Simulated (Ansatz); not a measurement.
Below is the output of a Python script on the Python package of Ansatz (0.2.0) that makes a geometry optimisation of C₅H₆S, SMILES C=C=CC(C)=S. Write a script that gives it. Level of theory: PBE, def2-SVP basis, multiplicity 1.

```console
$ python opt.py
step   1  E = -16095.234519 eV  max force 2.1241 eV/A
step   2  E = -16095.828840 eV  max force 1.0343 eV/A
step   3  E = -16096.335026 eV  max force 0.8017 eV/A
step   4  E = -16096.676622 eV  max force 1.1943 eV/A
step   5  E = -16096.964180 eV  max force 1.0374 eV/A
step   6  E = -16097.161842 eV  max force 0.6426 eV/A
step   7  E = -16097.284670 eV  max force 0.3993 eV/A
step   8  E = -16097.336599 eV  max force 0.4794 eV/A
step   9  E = -16097.235652 eV  max force 1.9993 eV/A
step  10  E = -16097.353313 eV  max force 0.1517 eV/A
step  11  E = -16097.353634 eV  max force 0.1465 eV/A
step  12  E = -16097.356925 eV  max force 0.0769 eV/A
step  13  E = -16097.357689 eV  max force 0.1069 eV/A
step  14  E = -16097.357019 eV  max force 0.1221 eV/A
step  15  E = -16097.358768 eV  max force 0.0318 eV/A
step  16  E = -16097.359072 eV  max force 0.1204 eV/A
step  17  E = -16097.359377 eV  max force 0.0714 eV/A
step  18  E = -16097.359538 eV  max force 0.0439 eV/A
step  19  E = -16097.359562 eV  max force 0.0425 eV/A
step  20  E = -16097.358420 eV  max force 0.0990 eV/A
step  21  E = -16097.359638 eV  max force 0.0235 eV/A
step  22  E = -16097.359897 eV  max force 0.0381 eV/A
step  23  E = -16097.359956 eV  max force 0.0032 eV/A
step  24  E = -16097.359986 eV  max force 0.0106 eV/A
reference energy    -16097.360020 eV
total energy        -16097.360020 eV
occupied (up, down): [26, 26]  virtual: [92, 92]  frozen: 0
bond        before    after (A)
C0-C1        1.3025   1.3130
C0-H6        1.0813   1.1047
C0-H7        1.0814   1.1048
C1-C2        1.3063   1.3326
C2-C3        1.4749   1.4692
C2-H8        1.0826   1.1044
C3-C4        1.5018   1.5075
C3-S5        1.6379   1.6549
C4-H9        1.1109   1.1041
C4-H10       1.1100   1.1115
C4-H11       1.1102   1.1114
```

The script that was run (others could print the same):

`opt.py`:
```python
# -*- coding: utf-8 -*-
'''Relax the C5H6S molecule.'''

import ansatz as az
import numpy as np
from rdkit import Chem
from rdkit.Chem import AllChem

BASIS_SET = 'def2-SVP'
FUNCTIONAL = 'PBE'

# start geometry from RDKit
rd = Chem.AddHs(Chem.MolFromSmiles('C=C=CC(C)=S'))
AllChem.EmbedMolecule(rd, randomSeed=358)
AllChem.UFFOptimizeMolecule(rd)
mol = az.Crystal.molecule()
for atom, xyz in zip(rd.GetAtoms(), rd.GetConformer().GetPositions()):
    mol = mol.atom(atom.GetSymbol(), xyz.round(5).tolist())

calc = mol.calculation().basis(gaussian=BASIS_SET).functional(FUNCTIONAL)
symbols = [site.symbol for site in mol.cartesian_sites]
start = np.array([site.position_ang for site in mol.cartesian_sites], dtype=float)
def progress(event):
    if event['event'] == 'relax_step':
        row = event['data']
        print(f'step {row["step"]:3d}  E = {row["lagrangian_ev"]:.6f} eV  max force {row["allowed_force_max_ev_ang"]:.4f} eV/A')


report = calc.relax(force_tolerance=0.02).session().plan().execute(on_event=progress).report
end = np.array(report['positions_ang'])

print('reference energy %16.6f eV' % report['reference_energy_ev'])
print('total energy     %16.6f eV' % report['free_energy_ev'])
print('occupied (up, down):', report['n_occupied'], ' virtual:', report['n_virtual'], ' frozen:', report['n_frozen'])

print('bond        before    after (A)')
for i, j in [(0, 1), (0, 6), (0, 7), (1, 2), (2, 3), (2, 8), (3, 4), (3, 5), (4, 9), (4, 10), (4, 11)]:
    d0, d1 = (np.linalg.norm(xyz[i] - xyz[j]) for xyz in (start, end))
    print(f'{symbols[i]}{i}-{symbols[j]}{j}'.ljust(10), f'{d0:8.4f} {d1:8.4f}')
with open('c5h6s_opt.xyz', 'w') as handle:
    handle.write(f'{len(symbols)}\nrelaxed C5H6S\n')
    handle.writelines(f'{s:2s} {x:11.6f} {y:11.6f} {z:11.6f}\n' for s, (x, y, z) in zip(symbols, end))
```

Reading the output:
- Total energies depend on the basis set; only differences at equal settings carry meaning.
- The end point is the stationary point reached from this start; no frequency run checks that it is a minimum, and the basis set is modest.
- Wall time of the script: 100 s on 1 thread of Arm Neoverse V2, on a shared host, peak memory 0.28 GiB.

(A comment or docstring line of the script was reworded after the run, the code is as it ran; lines on the test bed's own set-up are left out of the output.)
